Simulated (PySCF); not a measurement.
**Question.** Write Cartesian coordinates for `C[C@@H]1CC=NC1` as optimised with PBE0-D3(BJ)/def2-SVP.

**Answer.** 
```xyz
15
C5H9N angstrom
C      1.5592   -0.1213   -0.7620
C      0.5005    0.1296    0.3040
C     -0.5783   -0.9673    0.3058
C     -1.6770   -0.3046   -0.4813
N     -1.5627    0.9475   -0.6582
C     -0.3358    1.3909   -0.0109
H      1.0964   -0.2010   -1.7596
H      2.1108   -1.0549   -0.5706
H      2.2909    0.7008   -0.7986
H      0.9882    0.2133    1.2875
H     -0.2424   -1.9187   -0.1386
H     -0.9435   -1.2058    1.3214
H     -2.5521   -0.8475   -0.8652
H      0.1982    2.1062   -0.6585
H     -0.6135    1.9486    0.9017
```

Orientation and origin are arbitrary. Atoms count from 1 in this order. The 2 C–N bonds span 1.270 Å (C4=N5, drawn double) to 1.456 Å (N5–C6, drawn single), a spread of 0.186 Å. The C–C distances run from 1.505 Å (C3–C4, drawn single) to 1.546 Å (C2–C6, drawn single), a spread of 0.041 Å. The 5-membered ring C2–C3–C4–N5–C6 has internal angles of 101.4° to 116.2° (sum 535°, against 540° for a flat polygon); it is puckered, 0.10 Å rms from its mean plane, widest ring torsion 22°.

Bonds between heavy atoms (Å): C1–C2 1.523, C2–C3 1.539, C3–C4 1.505, C4=N5 1.270, N5–C6 1.456, C2–C6 1.546.

Theory: PBE0-D3(BJ)/def2-SVP geometry optimisation, gas phase (PySCF 2.14.0).

Point group: C1 (no symmetry element, even within 0.4 Å). No frequency check. The numbers are those of one conformer (C1–C2–C3–C4 -99°, C2–C3–C4–N5 -14°, C4–N5–C6–C2 14°, C1–C2–C6–N5 97°).
